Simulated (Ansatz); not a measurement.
Z-matrix (Å, degrees):
```
B
B 1 1.654
H 1 1.198 2 121.6
H 1 1.198 2 121.7 3 179.5
Cl 2 1.753 1 117.9 3 -89.7
H 2 1.196 1 126.1 3 90.3
```

Total charge 0; spin multiplicity 1.

Q: List the PBE/def2-TZVPP orbital energies in eV (Ansatz). (Estimate.)

A: The calculation gave: Occupied: -2739.37, -249.94, -190.63, -190.52, -190.43, -178.05, -177.36, -21.03, -13.42, -11.63, -9.85, -9.08, -8.76, -8.35, -6.77. Lowest empty: -3.13, -2.55, 1.14, 1.58, 1.77, 2.48, 2.52, 2.79.
